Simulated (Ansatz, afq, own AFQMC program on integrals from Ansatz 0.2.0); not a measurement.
Integrals from Ansatz 0.2.0, then the random walk in our own AFQMC program (afq).

```yaml
crystal:
  periodic: [false, false, false]
  atoms:
    - {symbol: Al, position_ang: [0.000000, 0.000000, 0.491367]}
    - {symbol: C, position_ang: [0.000000, 0.000000, -2.583633]}
    - {symbol: H, position_ang: [0.000000, 0.000000, 2.092267]}
basis:
  gaussian: {orbitals: 6-31G}
magnetization: {spin_polarized: true, initial_magnetization: 2}
correlation: {method: ccsd_t, electrons: outside_noble_gas, hamiltonian_folder: ham}
```

```sh
$ ansatz run in.yaml --threads 1 --pin off --events-out ev --progress --plain --max-ram 16896MiB --backend cuda --devices 0, --max-vram 18GiB
```

afq runs on the folder ham with

```
--method phaseless --trial cisd --walkers 4000 --populations 20 --least-time 60 --time-step 0.005 --steps-per-block 50 --equilibration-blocks 40 --max-blocks 4000 --target-error 0.00034 --factor-cut 1e-05 --start spin_pure --seed 2527 --release-times 0.24,0.51,0.99,1.62,2.4 --release-step 0.03 --release-every 3 --taylor-order 6
```

Times are imaginary, in 1/Eh. The walk had a cap of 122 s. With eight or more populations the least sampling time is a fifth of least-time, and the error comes from their spread.

afq prints:

```
orbitals 18  electrons 5 3  factors 97 of 297
reference energy -280.10772917 Eh
CCSD correlation -0.08689409 Eh in 18 cycles, weight of the determinant in the CISD state 0.8929
energy of the start -280.194608 Eh
 block  time / (1/Eh)  mean weight  energy / Eh
     1     0.250  1.0000  -280.194004
     2     0.500  0.9999  -280.193973
     3     0.750  0.9998  -280.194215
     4     1.000  1.0001  -280.194451
     5     1.250  0.9999  -280.194704
     7     1.750  0.9999  -280.194985
     9     2.250  1.0000  -280.195288
    11     2.750  1.0000  -280.195591
    15     3.750  1.0001  -280.196200
    19     4.750  0.9999  -280.196685
    23     5.750  1.0000  -280.196658
    27     6.750  1.0001  -280.196560
    31     7.750  1.0002  -280.196518
    35     8.750  1.0001  -280.196773
    39     9.750  0.9999  -280.196250
    43    10.750  1.0001  -280.196531
    47    11.750  1.0003  -280.196658
    51    12.750  1.0001  -280.196740
    55    13.750  0.9999  -280.196616
    59    14.750  1.0001  -280.196682
    63    15.750  1.0001  -280.196768
    67    16.750  1.0004  -280.197062
    71    17.750  1.0000  -280.197237
    73    18.250  1.0002  -280.197556
    75    18.750  0.9999  -280.196976
    79    19.750  0.9998  -280.194613
    83    20.750  0.9998  -280.197145
    87    21.750  1.0000  -280.197313
    89    22.250  1.0002  -280.197443
error from the spread of 20 populations
released: time / (1/Eh)  energy / Eh  error  mean overlap
  0.24  -280.199913  0.002907  0.9982
  0.51  -280.197035  0.000060  0.9994
  0.99  -280.197068  0.000120  0.9996
  1.62  -280.197205  0.000070  1.0020
  2.40  -280.197323  0.000071  1.0032
energy -280.196843 +/- 0.000087 Eh
(rows thinned)
```

The run passed its tests (sampling time, drift between the halves within three errors, error under three times the target), which doesn't prove that it has relaxed. The second half of the sampling lies below the first by 1.8 errors of their difference, so the energy may still be moving and its error bar be too small.

Against this walk (error 2.4 meV) on the same determinant: CCSD(T) 15.7 meV higher, CCSDT(Q) 20.2 meV lower, CCSDTQ 21.9 meV lower, full CI 22.0 meV lower. The error is statistical and leaves out the bias of the constraint. The released energies have errors that jump between times, so the bars are unsure (meV from the phaseless value at times in 1/Eh: -84 ± 79 at 0.24, -5.2 ± 1.6 at 0.51, -6 ± 3 at 0.99, -9.8 ± 1.9 at 1.62, -13.1 ± 1.9 at 2.40), so they give no level; they do show a bias of the constraint, and the last of them that isn't too noisy lies 9 meV above full CI. Full CI is exact here, so the walk's 22 meV above it is the walk's own error: the bias of the constraint with this trial, or a walk that hasn't relaxed.

Cautions: constraint bias not in the error; lower spins were not checked.

The walk took 20 s on 1 × NVIDIA H100 80GB HBM3 with 2 threads of AMD EPYC 7R13 Processor (Zen 3) (shared host) (the card was shared). The log's last line is the phaseless energy.

CCSDT and higher add their correlation energy to the determinant of the CCSD(T) run, since their own runs factorise the integrals more tightly (a shift of under 2 meV). A walk keeps the symmetry of its determinant, which the program's search chose and which needn't be the lowest solution, so a lower state of the same spin and another symmetry isn't excluded.
